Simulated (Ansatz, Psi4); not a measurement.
**Predicting a hybrid from its neighbours: AlO**

AlO: 2 atoms, total charge 0, spin state doublet. SMILES: `[O]=[Al]`. The coordinates come from a PBE0-D4/def2-TZVP relaxation.

The electronic atomisation energy y, in eV, basis def2-TZVPPD; a is the functional's share of exact exchange. Programs: Ansatz 0.2.0, Psi4 1.11.

```
functional  program     a  y (eV)
     UBLYP     Psi4     0    5.61
      UPBE     Psi4     0    5.70
    UB3LYP     Psi4   0.2    5.21
     UPBE0     Psi4  0.25    5.06
 U-r2SCAN0   Ansatz  0.25       ?
    UBHLYP     Psi4   0.5    4.47
```

**Question.** Fit y = c + s·a to the known rows and predict U-r2SCAN0.

**Answer.** 
1. Means of the 5 rows: a = 0.1900, y = 5.210.
2. Σ(Δa)² = 0.172, Σ(Δa·Δy) = -0.4075, so the slope is -0.4075/0.172 = -2.3692.
3. Intercept: 5.210 − (-2.3692) × 0.1900 = 5.660. The largest residual of the fit is 0.050.
4. U-r2SCAN0: 5.660 + (-2.3692) × 0.25 = 5.07 eV.

The run gave 4.89 eV, so the prediction is off by +0.18 eV, more than the largest residual. The rows mix families of semi-local functionals, which the line can't see.
